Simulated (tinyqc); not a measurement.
Worked calculation: Pariser-Parr-Pople SCF with singles CI, for the molecule C=CC=CC=C (SMILES; centres numbered as the heavy atoms are written). One step of it, computed by the program tinyqc.

Question. PPP integrals. Ohno: gamma = 14.399645/sqrt(R^2 + a^2), a = 2 x 14.399645/(gamma_rr + gamma_ss); H_rr = -W_r - sum_(s != r) z_s gamma_rs; H_rs = beta for bonds.

Centres (angstrom, eV; a flat drawing with bonds scaled to 1.40 angstrom):
```
centre          x          y  core charge z          W   gamma_rr
1C      -3.045000  -0.196000              1  12.440000  10.570000
2C      -1.799000   0.442000              1  12.440000  10.570000
3C      -0.623000  -0.319000              1  12.440000  10.570000
4C       0.623000   0.319000              1  12.440000  10.570000
5C       1.799000  -0.442000              1  12.440000  10.570000
6C       3.045000   0.196000              1  12.440000  10.570000
```

Resonance integrals (eV):
```
i  j       beta
1  2  -2.390000
2  3  -2.390000
3  4  -2.390000
4  5  -2.390000
5  6  -2.390000
```

Give: repulsion gamma_rs; core matrix H.

Answer.

repulsion gamma_rs (eV), order 1C, 2C, 3C, 4C, 5C, 6C:
```
[[10.5700, 7.3719, 5.1768, 3.6487, 2.8582, 2.3029],
 [7.3719, 10.5700, 7.3694, 5.1768, 3.6478, 2.8582],
 [5.1768, 7.3694, 10.5700, 7.3719, 5.1768, 3.6487],
 [3.6487, 5.1768, 7.3719, 10.5700, 7.3694, 5.1768],
 [2.8582, 3.6478, 5.1768, 7.3694, 10.5700, 7.3719],
 [2.3029, 2.8582, 3.6487, 5.1768, 7.3719, 10.5700]]
```

core matrix H (eV), order 1C, 2C, 3C, 4C, 5C, 6C:
```
[[-33.7985, -2.3900, 0.0000, 0.0000, 0.0000, 0.0000],
 [-2.3900, -38.8641, -2.3900, 0.0000, 0.0000, 0.0000],
 [0.0000, -2.3900, -41.1836, -2.3900, 0.0000, 0.0000],
 [0.0000, 0.0000, -2.3900, -41.1836, -2.3900, 0.0000],
 [0.0000, 0.0000, 0.0000, -2.3900, -38.8641, -2.3900],
 [0.0000, 0.0000, 0.0000, 0.0000, -2.3900, -33.7985]]
```
